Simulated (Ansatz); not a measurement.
```yaml
crystal:
  periodic: [false, false, false]
  atoms:
    - {symbol: B, position_ang: [-2.883598, -0.091104, -0.000723]}
    - {symbol: C, position_ang: [-1.439909, 0.211175, 0.001490]}
    - {symbol: Ga, position_ang: [0.711853, -0.041607, -0.000284]}
    - {symbol: H, position_ang: [-1.154474, 1.338861, 0.009629]}
basis:
  gaussian: {orbitals: def2-TZVP}
magnetization: {spin_polarized: true, initial_magnetization: 3}
hamiltonian: {xc: pbe0}
relax: {f_tol: 0.004, max_steps: 80}
```

```sh
$ ansatz run in.yaml --threads 1 --pin off --events-out ev --progress --plain --max-ram 2176MiB
```

Steps of the relaxation (energy above the last step; positions in Å, forces in eV/Å):

```
4
step 1, 1400.9 meV
B    -2.884   -0.091   -0.001   -0.086   -0.081   -0.001
C    -1.440    0.211    0.001    0.975    0.742    0.005
Ga    0.712   -0.042    0.000   -0.568   -0.065    0.000
H    -1.154    1.339    0.010   -0.322   -0.596   -0.004
```

```
4
step 2, 1344.0 meV
B    -2.843   -0.119   -0.001   -0.353   -0.172   -0.001
C    -1.410    0.248    0.002    0.839    0.659    0.005
Ga    0.676   -0.084   -0.001   -0.285   -0.077   -0.001
H    -1.190    1.373    0.010   -0.202   -0.410   -0.003
```

```
4
step 3, 1230.6 meV
B    -2.757   -0.218   -0.002    0.562   -0.039    0.000
C    -1.337    0.373    0.003   -0.547    0.475    0.003
Ga    0.624   -0.226   -0.002    0.088   -0.279   -0.002
H    -1.296    1.488    0.011   -0.102   -0.158   -0.001
```

```
4
step 6, 724.5 meV
B    -2.253   -0.470   -0.003    1.344    0.954   -0.169
C    -1.274    0.707    0.005   -1.249    0.488    0.774
Ga    0.345   -0.644   -0.005   -0.724    0.303   -0.183
H    -1.585    1.824    0.013    0.629   -1.745   -0.422
```

```
4
step 16, 0.0 meV
B    -2.136   -0.514    0.023    0.000    0.000    0.000
C    -1.374    0.674    0.004    0.000    0.000    0.000
Ga    0.151   -0.497   -0.018    0.000    0.000    0.000
H    -1.407    1.754    0.000    0.000    0.000    0.000
```

Close pairs at the end: C2–H4 1.080 Å, B1–C2 1.411 Å, C2–Ga3 1.922 Å, B1–Ga3 2.287 Å.

A stationary point of unrestricted PBE0 after 16 steps, with ⟨S²⟩ = 3.766 against 3.75 for a pure state; no frequencies were run, so it isn't proven a minimum. 2.8 min on 1 thread of Arm Neoverse V2, shared host.
